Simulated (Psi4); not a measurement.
Psi4 input (PBE/cc-pV(D+d)Z):

```
memory 2025 MB

molecule {
0 1
H    -0.00000000   -0.00000000   -0.37201156
H     0.00000000    0.00000000    0.37201156
}

set {
  basis cc-pv(d+d)z
  scf_type df
}

energy('pbe')
print_variables()
```

Output:

```
-----------------------------------------------------------------------
          Psi4: An Open-Source Ab Initio Electronic Structure Package
                               Psi4 1.11 release

    D. G. A. Smith, L. A. Burns, A. C. Simmonett, R. M. Parrish,
    M. C. Schieber, R. Galvelis, P. Kraus, H. Kruse, R. Di Remigio,
    A. Alenaizan, A. M. James, S. Lehtola, J. P. Misiewicz, M. Scheurer,
    R. A. Shaw, J. B. Schriber, Y. Xie, Z. L. Glick, D. A. Sirianni,
    J. S. O'Brien, J. M. Waldrop, A. Kumar, E. G. Hohenstein,
    B. P. Pritchard, B. R. Brooks, H. F. Schaefer III, A. Yu. Sokolov,
    K. Patkowski, A. E. DePrince III, U. Bozkaya, R. A. King,
    F. A. Evangelista, J. M. Turney, T. D. Crawford, C. D. Sherrill,
    J. Chem. Phys. 152(18) 184108 (2020). https://doi.org/10.1063/5.0006002

                            Additional Code Authors
    E. T. Seidl, C. L. Janssen, E. F. Valeev, M. L. Leininger,
    J. F. Gonthier, R. M. Richard, H. R. McAlexander, M. Saitow, X. Wang,
    P. Verma, M. H. Lechner, A. Jiang, S. Behnle, A. G. Heide,
    M. F. Herbst, D. L. Poole, T. Győri, E. C. Mitchell, J. P. Pederson,
    and A. M. Wallace

             Previous Authors, Complete List of Code Contributors,
                       and Citations for Specific Modules
    https://github.com/psi4/psi4/blob/master/codemeta.json
    https://github.com/psi4/psi4/graphs/contributors
    https://psicode.org/psi4manual/master/introduction.html#citing-psifour

    -----------------------------------------------------------------------

    Threads:    1
    Addons:     a̶d̶c̶c̶, a̶m̶b̶i̶t̶, b̶s̶e̶, c̶c̶t̶3̶, c̶f̶o̶u̶r̶, c̶h̶e̶m̶p̶s̶2̶, c̶p̶p̶e̶, d̶d̶x̶,
                d̶f̶t̶d̶3̶, d̶f̶t̶d̶4̶, dkh, ecpint, einsums, f̶o̶r̶t̶e̶, gauxc, g̶c̶p̶,
                g̶d̶m̶a̶, g̶e̶o̶m̶e̶t̶r̶i̶c̶, g̶p̶u̶_̶d̶f̶c̶c̶, i̶n̶t̶e̶g̶r̶a̶t̶o̶r̶x̶x̶,
                i̶p̶i̶, l̶i̶b̶e̶f̶p̶, m̶d̶i̶, m̶p̶2̶d̶, m̶r̶c̶c̶, ooo,
                o̶p̶e̶n̶f̶e̶r̶m̶i̶o̶n̶p̶s̶i̶4̶, pcmsolver, p̶s̶i̶4̶f̶o̶c̶k̶c̶i̶, p̶s̶i̶x̶a̶s̶,
                p̶y̶e̶i̶n̶s̶u̶m̶s̶, r̶e̶s̶p̶, s̶i̶m̶i̶n̶t̶, s̶n̶s̶m̶p̶2̶,
                v̶2̶r̶d̶m̶_̶c̶a̶s̶s̶c̶f̶

  ==> Input File <==

--------------------------------------------------------------------------
memory 2025 MB

molecule {
0 1
H    -0.00000000   -0.00000000   -0.37201156
H     0.00000000    0.00000000    0.37201156
}

set {
  basis cc-pv(d+d)z
  scf_type df
}

energy('pbe')
print_variables()
--------------------------------------------------------------------------

   => Libint2 <=

    Primary   basis highest AM E, G, H:  7, 6, 3
    Auxiliary basis highest AM E, G, H:  7, 7, 4
    Onebody   basis highest AM E, G, H:  -, -, -
    Solid Harmonics ordering:            Gaussian

   => Loading Basis Set <=

    Name: CC-PV(D+D)Z
    Role: ORBITAL
    Keyword: BASIS
    atoms 1-2 entry H          line    35 file cc-pv_dpd_z.gbs

         ---------------------------------------------------------
                                   SCF
               by Justin Turney, Rob Parrish, Andy Simmonett
                          and Daniel G. A. Smith
                              RKS Reference
                        1 Threads,   1931 MiB Core
         ---------------------------------------------------------

  ==> Geometry <==

    Molecular point group: d2h
    Full point group: D_inf_h

    Geometry (in Angstrom), charge = 0, multiplicity = 1:

       Center              X                  Y                   Z               Mass
    ------------   -----------------  -----------------  -----------------  -----------------
         H            0.000000000000     0.000000000000    -0.372011560000     1.007825032230
         H            0.000000000000     0.000000000000     0.372011560000     1.007825032230

  Running in d2h symmetry.

  Rotational constants: A = ************  B =     60.43221  C =     60.43221 [cm^-1]
  Rotational constants: A = ************  B = 1811712.12794  C = 1811712.12794 [MHz]
  Nuclear repulsion =    0.711237589861455

  Charge       = 0
  Multiplicity = 1
  Electrons    = 2
  Nalpha       = 1
  Nbeta        = 1

  ==> Algorithm <==

  SCF Algorithm Type is DF.
  DIIS enabled.
  MOM disabled.
  Fractional occupation disabled.
  Guess Type is SAD.
  Energy threshold   = 1.00e-06
  Density threshold  = 1.00e-06
  Integral threshold = 1.00e-12

  ==> Primary Basis <==

  Basis Set: CC-PV(D+D)Z
    Blend: CC-PV(D+D)Z
    Number of shells: 6
    Number of basis functions: 10
    Number of Cartesian functions: 10
    Spherical Harmonics?: true
    Max angular momentum: 1

  ==> DFT Potential <==

   => LibXC <=

    Version 7.1.2
    S. Lehtola, C. Steigemann, M. J. T. Oliveira, and M. A. L. Marques,  SoftwareX 7, 1–5 (2018) (10.1016/j.softx.2017.11.002)

   => Composite Functional: PBE <=

    PBE GGA Exchange-Correlation Functional

    J.P. Perdew et. al., Phys. Rev. Lett., 77(18), 3865-3868, 1996

    Deriv               =              1
    GGA                 =           TRUE
    Meta                =          FALSE

    Exchange Hybrid     =          FALSE
    MP2 Hybrid          =          FALSE

   => Exchange Functionals <=

    1.0000     XC_GGA_X_PBE

   => Correlation Functionals <=

    1.0000     XC_GGA_C_PBE

   => LibXC Density Thresholds  <==

    XC_GGA_C_PBE:  1.00E-12
    XC_GGA_X_PBE:  1.00E-15

   => Molecular Quadrature <=

    Radial Scheme          =       TREUTLER
    Pruning Scheme         =           NONE
    Nuclear Scheme         =       TREUTLER

    Blocking Scheme        =         OCTREE
    BS radius alpha        =              1
    Pruning alpha          =              1
    Radial Points          =             75
    Spherical Points       =            302
    Total Points           =          44640
    Total Blocks           =            392
    Max Points             =            256
    Max Functions          =             10
    Weights Tolerance      =       1.00E-15

   => Loading Basis Set <=

    Name: (CC-PV(D+D)Z AUX)
    Role: JKFIT
    Keyword: DF_BASIS_SCF
    atoms 1-2 entry H          line    51 file cc-pvdz-jkfit.gbs

  ==> Integral Setup <==

  DFHelper Memory: AOs need 0.000 GiB; user supplied 1.401 GiB.
  SCF_SUBTYPE=INCORE selected. In-core MEM_DF algorithm will be used.
  Using in-core AOs.

  ==> MemDFJK: Density-Fitted J/K Matrices <==

    J tasked:                   Yes
    K tasked:                    No
    wK tasked:                   No
    OpenMP threads:               1
    Algorithm:                 Core
    Schwarz Cutoff:           1E-12
    Mask sparsity (%):       0.0000
    Fitting Condition:        1E-10

   => Auxiliary Basis Set <=

  Basis Set: (CC-PV(D+D)Z AUX)
    Blend: CC-PVDZ-JKFIT
    Number of shells: 18
    Number of basis functions: 46
    Number of Cartesian functions: 50
    Spherical Harmonics?: true
    Max angular momentum: 2

  Cached 100.0% of DFT collocation blocks in 0.013 [GiB].

  Minimum eigenvalue in the overlap matrix is 8.0129397174E-02.
  Reciprocal condition number of the overlap matrix is 3.3950618472E-02.
    Using symmetric orthogonalization.

  ==> Pre-Iterations <==

  SCF Guess: Superposition of Atomic Densities via on-the-fly atomic UHF (no occupation information).

   -------------------------
    Irrep   Nso     Nmo
   -------------------------
     Ag         3       3
     B1g        0       0
     B2g        1       1
     B3g        1       1
     Au         0       0
     B1u        3       3
     B2u        1       1
     B3u        1       1
   -------------------------
    Total      10      10
   -------------------------

  ==> Iterations <==

                           Total Energy        Delta E     RMS |[F,P]|

   @DF-RKS iter SAD:    -0.94867601388960   -9.48676e-01   0.00000e+00
   @DF-RKS iter   1:    -1.15086290678707   -2.02187e-01   2.03735e-02 ADIIS/DIIS
   @DF-RKS iter   2:    -1.15911515158597   -8.25224e-03   6.35256e-03 ADIIS/DIIS
   @DF-RKS iter   3:    -1.15999682832429   -8.81677e-04   1.38083e-04 ADIIS/DIIS
   @DF-RKS iter   4:    -1.15999725959695   -4.31273e-07   3.56896e-07 DIIS
  Energy and wave function converged.

  ==> Post-Iterations <==

   Electrons on quadrature grid:
      Ntotal   =    1.9999999984 ; deviation = -1.595e-09

    Orbital Energies [Eh]
    ---------------------

    Doubly Occupied:

       1Ag    -0.376206

    Virtual:

       1B1u    0.056680     2Ag     0.309142     2B1u    0.664675
       1B2u    0.993038     1B3u    0.993038     3Ag     1.620637
       1B3g    1.717430     1B2g    1.717430     3B1u    3.179585

    Final Occupation by Irrep:
             Ag   B1g   B2g   B3g    Au   B1u   B2u   B3u
    DOCC [     1,    0,    0,    0,    0,    0,    0,    0 ]
    NA   [     1,    0,    0,    0,    0,    0,    0,    0 ]
    NB   [     1,    0,    0,    0,    0,    0,    0,    0 ]

  @DF-RKS Final Energy:    -1.15999725959695

   => Energetics <=

    Nuclear Repulsion Energy =              0.7112375898614546
    One-Electron Energy =                  -2.4973982715788376
    Two-Electron Energy =                   1.3152327315238310
    DFT Exchange-Correlation Energy =      -0.6890693094034017
    Empirical Dispersion Energy =           0.0000000000000000
    VV10 Nonlocal Energy =                  0.0000000000000000
    Total Energy =                         -1.1599972595969539

Computation Completed

Properties will be evaluated at   0.000000,   0.000000,   0.000000 [a0]

Properties computed using the SCF density matrix

 Multipole Moments:

 ------------------------------------------------------------------------------------
     Multipole            Electronic (a.u.)      Nuclear  (a.u.)        Total (a.u.)
 ------------------------------------------------------------------------------------

 L = 1.  Multiply by 2.5417464519 to convert [e a0] to [Debye]
 Dipole X            :          0.0000000            0.0000000            0.0000000
 Dipole Y            :          0.0000000            0.0000000            0.0000000
 Dipole Z            :          0.0000000            0.0000000            0.0000000
 Magnitude           :                                                    0.0000000

 ------------------------------------------------------------------------------------

  Variable Map:
  ----------------------------------------------------------------------------
  "CURRENT ENERGY"              =>      -1.159997259597
  "CURRENT REFERENCE ENERGY"    =>      -1.159997259597
  "DD SOLVATION ENERGY"         =>       0.000000000000
  "DFT FUNCTIONAL TOTAL ENERGY" =>      -1.159997259597
  "DFT TOTAL ENERGY"            =>      -1.159997259597
  "DFT VV10 ENERGY"             =>       0.000000000000
  "DFT XC ENERGY"               =>      -0.689069309403
  "GRID ELECTRONS ALPHA"        =>       0.999999999203
  "GRID ELECTRONS BETA"         =>       0.999999999203
  "GRID ELECTRONS TOTAL"        =>       1.999999998405
  "NUCLEAR REPULSION ENERGY"    =>       0.711237589861
  "ONE-ELECTRON ENERGY"         =>      -2.497398271579
  "PCM POLARIZATION ENERGY"     =>       0.000000000000
  "PE ENERGY"                   =>       0.000000000000
  "SCF ITERATION ENERGY"        =>      -1.159997259597
  "SCF ITERATIONS"              =>       4.000000000000
  "SCF TOTAL ENERGY"            =>      -1.159997259597
  "TWO-ELECTRON ENERGY"         =>       1.315232731524
  "XC GRID RADIAL POINTS"       =>      75.000000000000
  "XC GRID SPHERICAL POINTS"    =>     302.000000000000
  "XC GRID TOTAL POINTS"        =>   44640.000000000000

  Array Variable Map:
  ----------------------------------------------------------------------------
  "CURRENT DIPOLE"              =>       0.000000000000 ... 0.000000000000 1 by 3
  "SCF DIPOLE"                  =>       0.000000000000 ... 0.000000000000 1 by 3
  "SCF TOTAL ENERGIES"          =>      -0.948676013890 ... -1.159997259597 1 by 5

*** Psi4 exiting successfully. Buy a developer a beer!
```
